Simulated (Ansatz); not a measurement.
# AlO+ (triplet): wave-function methods side by side at distance Al1–O2 = 3.283 Å, 6-31G

How much of the correlation energy of AlO+ (triplet) does each wave-function method recover here?

Method: 6-31G, core rule «outside noble gas», up to 6 orbitals frozen; program: Ansatz 0.2.0, Gaussian basis.

Plan: UHF; CCSD(T) on ROHF; CCSD(T) on UHF; BCCD(T) on ROHF; CISD; CCSDT(Q) on ROHF; CCSDT(Q) on UHF; CISDTQ; CCSDTQ on ROHF; CCSDTQ on UHF; CASSCF and MRCISD+Q, 4 electrons in 4 orbitals; CASSCF and NEVPT2, 4 electrons in 4 orbitals; CASSCF and MRCISD+Q, 8 electrons in 8 orbitals; CASSCF and MRCISD+Q(relaxed), 8 electrons in 8 orbitals; CASSCF and NEVPT2, 8 electrons in 8 orbitals; Full CI.

38 further runs of the same task are left out: 18 for a known fault of the program, 17 that didn't finish, 3 set aside as unsound or not needed.

**1. The geometry**

The geometry derives from a PBE0/def2-TZVP stationary point (not a proven minimum). One bond is set to the value named and the two fragments are kept rigid.

2 atoms, charge 1, spin multiplicity 3.

Atoms are counted from 1 here; the program's logs count them from 0.

No contacts short enough for the rule that draws bonds.

**2. UHF**

in.yaml reads:

```yaml
crystal:
  periodic: [false, false, false]
  atoms:
    - {symbol: Al, position_ang: [0.000000, 0.000000, 0.000000]}
    - {symbol: O, position_ang: [0.000000, 0.000000, 3.283000]}
basis:
  gaussian: {orbitals: 6-31G}
total_charge: 1
magnetization: {spin_polarized: true, initial_magnetization: 2}
hamiltonian: {xc: hf}
output: {orbitals: {seedname: orbitals}}
```

On the command line:

```
> ansatz run in.yaml --threads 1 --pin off --events-out ev --progress --plain --max-ram 2393MiB
```

After this run come: CCSD(T) on ROHF; CCSD(T) on UHF; BCCD(T) on ROHF; CISD; CCSDT(Q) on ROHF; CCSDT(Q) on UHF; CISDTQ; CCSDTQ on ROHF; CCSDTQ on UHF; CASSCF and MRCISD+Q, 4 electrons in 4 orbitals; CASSCF and NEVPT2, 4 electrons in 4 orbitals; CASSCF and MRCISD+Q, 8 electrons in 8 orbitals; CASSCF and MRCISD+Q(relaxed), 8 electrons in 8 orbitals; CASSCF and NEVPT2, 8 electrons in 8 orbitals; Full CI.

Before running them: what should the planned runs give, taken together? Wanted: FCI below the RHF energy; RMP2 from FCI; UMP2 from FCI; RCCSD from FCI; RCCSD(T) from FCI; UCCSD(T) from FCI; RCCSDT(Q) from FCI; UCCSDT(Q) from FCI; NEVPT2 pair from FCI.

**Answer**, as computed:

| quantity | value |
| --- | --- |
| FCI below the RHF energy | -2.7132 eV |
| RMP2 from FCI | +704.2 meV |
| UMP2 from FCI | +679.3 meV |
| RCCSD from FCI | +16.1 meV |
| RCCSD(T) from FCI | +3.5 meV |
| UCCSD(T) from FCI | +2.5 meV |
| RCCSDT(Q) from FCI | 0.0 meV |
| UCCSDT(Q) from FCI | -1.0 meV |
| NEVPT2 pair from FCI | +668.6 meV |
| MRCISD+Q pair from FCI | -7.1 meV |
| NEVPT2 valence from FCI | +499.0 meV |
| levels within 1 kcal/mol (43 meV) | RCCSD, UCCSD, RCCSD(T), UCCSD(T), BCCD(T), RCCSDT, UCCSDT, CISDTQ, RCCSDT(Q), UCCSDT(Q), RCCSDTQ, UCCSDTQ, MRCISD+Q pair, MRCISD+Q valence, MRCISD+Q(relaxed) valence |
| T1 diagnostic | 0.015 |
| effectively unpaired electrons | 2.08 |

In words: RCCSD(T) misses by +3.5 meV, 0.1 % of the correlation energy. MRCISD+Q pair falls below full CI: the +Q correction isn't variational, and the cores differ from full CI's. One determinant dominates. Of the multireference levels listed MRCISD+Q(relaxed) valence comes nearest in total energy (+2.7 meV), which doesn't show that its space is the better one. These misses are within one basis, not against nature; the frozen cores of restricted and unrestricted runs differ, which can shift their rows.
